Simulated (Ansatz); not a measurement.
Reaction (SMILES): ClCCl → C atom + 2 Cl atom + 2 H atom
B3LYP-D3(BJ)/def2-TZVP geometries, fixed; electronic energies without zero-point terms.

Basis-set convergence of the atomisation energy at PBE with Ansatz (a program for electronic structure). Cartesian d functions, on some or all atoms, in 6-31G*, 6-31+G*, 6-311G**, 6-311+G**; all else is spherical. The program fits the integrals of some runs and decomposes those of others, by size. Open shells are unrestricted. No added dispersion term, no relativity. Functions are those of the species that has most. Reference: the value in aug-pcseg-3, 380.75 kcal/mol, itself unsure by roughly 0.17 kcal/mol (its mean distance from aug-cc-pV(Q+d)Z, cc-pV(5+d)Z, def2-QZVPPD). Deviations are taken from unrounded values.

```tsv
basis	functions	atomisation energy (kcal/mol)
6-31G*	57	379.09
6-31+G*	69	375.61
def2-SVP	60	379.27
def2-SVPD	90	380.42
pcseg-1	60	372.00
aug-pcseg-1	95	374.58
cc-pV(D+d)Z	70	375.88
aug-cc-pV(D+d)Z	105	376.74
6-311G**	84	376.39
6-311+G**	96	375.89
def2-TZVP	117	380.29
def2-TZVPD	147	380.58
pcseg-2	126	379.66
aug-pcseg-2	192	380.55
cc-pV(T+d)Z	136	380.46
aug-cc-pV(T+d)Z	202	380.26
def2-TZVPP	143	380.83
def2-TZVPPD	173	381.06
cc-pV(Q+d)Z	243	380.98
aug-cc-pV(Q+d)Z	350	380.92
pcseg-3	254	380.75
aug-pcseg-3	361	380.75
def2-QZVPP	257	380.47
def2-QZVPPD	287	380.52
```

What the diffuse functions change, pair by pair:
- 6-31G* to 6-31+G*: 12 more functions, deviation -1.66 to -5.14 kcal/mol
- def2-SVP to def2-SVPD: 30 more functions, deviation -1.48 to -0.33 kcal/mol
- pcseg-1 to aug-pcseg-1: 35 more functions, deviation -8.75 to -6.17 kcal/mol
- cc-pV(D+d)Z to aug-cc-pV(D+d)Z: 35 more functions, deviation -4.87 to -4.00 kcal/mol
- 6-311G** to 6-311+G**: 12 more functions, deviation -4.36 to -4.86 kcal/mol
- def2-TZVP to def2-TZVPD: 30 more functions, deviation -0.45 to -0.17 kcal/mol
- pcseg-2 to aug-pcseg-2: 66 more functions, deviation -1.09 to -0.20 kcal/mol
- cc-pV(T+d)Z to aug-cc-pV(T+d)Z: 66 more functions, deviation -0.29 to -0.49 kcal/mol
- def2-TZVPP to def2-TZVPPD: 30 more functions, deviation 0.09 to 0.31 kcal/mol
- cc-pV(Q+d)Z to aug-cc-pV(Q+d)Z: 107 more functions, deviation 0.23 to 0.17 kcal/mol
- pcseg-3 to aug-pcseg-3: 107 more functions, deviation 0.00 to 0.00 kcal/mol
- def2-QZVPP to def2-QZVPPD: 30 more functions, deviation -0.28 to -0.23 kcal/mol

Leaving out the reference's own pair, they bring the value nearer the reference by more than 0.17 kcal/mol in 5 of 11 pairs.
